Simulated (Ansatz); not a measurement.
MgO2H2. The state is a triplet with charge 0. Geometry B3LYP-D4/def2-TZVP, that of the neutral singlet; atoms count from 1.

```
atom   x (Å)   y (Å)   z (Å)
 Mg1  -0.014  -0.005  -0.008
  O2  -0.561   1.451   0.834
  O3   0.513  -1.474  -0.847
  H4  -0.923   2.325   0.923
  H5   0.985  -2.298  -0.903
```

At PBE0-D4/def2-TZVP a singlet of charge 0 lies 5.09 eV below the triplet at the same geometry. The structure comes from a short search, and lower isomers may exist.

Estimate the Mulliken populations from the PBE0/def2-TZVP orbitals of Ansatz.


```csv
atom,charge (e),spin (α − β)
Mg1,0.40,0.92
O2,-0.50,0.49
O3,-0.49,0.50
H4,0.29,0.04
H5,0.30,0.04
```
Mulliken values and Mayer orders depend strongly on the basis.

Where does the spin sit?

Summed by element: Mg 0.92, O 0.99, H 0.08, of 2 unpaired in all. Largest on single atoms: Mg1 0.92, O3 0.50, O2 0.49.

And the Mayer bond orders between bonded heavy atoms (over 0.3)?

Mg1–O2 0.51 (1.77 Å); Mg1–O3 0.50 (1.77 Å). Values over 0.3 also appear between atoms too far apart for a bond (O2–O3 0.44 at 3.54 Å); they arise where an orbital or an unpaired electron spreads over both atoms.
